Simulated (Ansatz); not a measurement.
A made-up structure of AlSiH4, doublet:

Al1  (0.726, -1.108, 1.237)
Si2  (-0.332, 0.609, -0.199)
H3  (1.301, -2.430, 0.531)
H4  (-1.532, 0.044, -0.885)
H5  (1.067, -1.451, 2.679)
H6  (-0.777, 1.803, 0.571)
(Å)

It is relaxed with PBE-D4/def2-SVP and then PBE0-D4/def2-TZVP (Ansatz 0.2.0). Atoms count as bonded within 1.22 times the sum of their covalent radii (H–H: 0.88 Å). The end point is not checked to be a true minimum.

(1) Does its bonding change? (A judgement: the text doesn't fix the answer.)

Answers

(1) Computed: No: no bond forms or breaks.

Where it ends: The first stage lowers the energy by 0.50 eV in 6 steps. It ends as AlSiH₄ ([AlH2][SiH2]):
| atom | x (Å) | y (Å) | z (Å) |
| --- | --- | --- | --- |
| Al1 | 0.7530 | -1.2747 | 1.2058 |
| Si2 | -0.5649 | 0.3848 | 0.1348 |
| H3 | 1.0572 | -2.6196 | 0.4261 |
| H4 | -1.1422 | 0.2701 | -1.2304 |
| H5 | 1.2898 | -0.9879 | 2.6683 |
| H6 | -0.9398 | 1.6954 | 0.7281 |

Labels in which every atom is bracketed show which atoms are joined, not bond orders.

For scale, one of the runs: PBE0-D4/def2-TZVP relaxation, 98 basis functions, launched by `ansatz run in.yaml --threads 2 --pin off --events-out ev --progress --plain --max-ram 4352MiB`. The run took about 7.5 s on 2 CPU threads of an Arm Neoverse V2 (shared host).
